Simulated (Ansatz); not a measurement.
I need a ranking of conformers of C2H4FNOS, SMILES NC(F)(S)C=O. Use Ansatz 0.2.0, Python API. Settings (for the species named): Hartree-Fock, def2-SVP basis, multiplicity 1.

`run_conformers.py`
```python
# -*- coding: utf-8 -*-
import ansatz as az
from rdkit import Chem
from rdkit.Chem import AllChem

rd = Chem.AddHs(Chem.MolFromSmiles("NC(F)(S)C=O"))
ids = list(AllChem.EmbedMultipleConfs(rd, numConfs=20, randomSeed=602, pruneRmsThresh=0.4))
field = [energy for _, energy in AllChem.MMFFOptimizeMoleculeConfs(rd)]
distinct = {round(e, 2): i for i, e in zip(ids, field)}
chosen = sorted(distinct.items())[:4]
found = []
for force_field, index in chosen:
    mol = az.Crystal.molecule()
    for atom, xyz in zip(rd.GetAtoms(), rd.GetConformer(index).GetPositions()):
        mol = mol.atom(atom.GetSymbol(), xyz.round(5).tolist())
    calculation = (
        mol.calculation()
        .basis(gaussian="def2-SVP")
        .functional("hf")
    )
    found.append(calculation.run(threads=1, backend="cpu").report["free_energy_ev"])
print("conformer   MMFF (kcal/mol)   this level (kcal/mol)")
for (force_field, index), e in zip(chosen, found):
    print(f"{index:9d} {force_field - chosen[0][0]:17.2f} {23.060548 * (e - min(found)):17.3f}")
```

```console
$ python run_conformers.py
conformer   MMFF (kcal/mol)   this level (kcal/mol)
        2              0.00             2.321
        1              0.32             0.000
        0              0.89             2.703
        3              0.97             1.837
```

The conformers keep their force-field geometries. Wall time of the script: 4.4 s on 1 thread of Intel(R) Xeon(R) 6975P-C (Granite Rapids) (shared host), peak memory 0.33 GiB.
